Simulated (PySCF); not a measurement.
Protons, H atoms and electrons added to or taken from C=CC#N. All species are isolated molecules in the gas phase. Strings in code marks are SMILES.

Method: PBE0-D4/def2-TZVPD run with PySCF 2.14.0. 

| species | HOMO (eV) |
|---|---|
| neutral parent (`C=CC#N`) | -8.48 |
| proton removed from C1 (`[H]/[C-]=C\C#N` (not the most acidic site)) | -0.37 |
| proton removed from C2 (`C([C-]=C)#N`) | -0.33 |
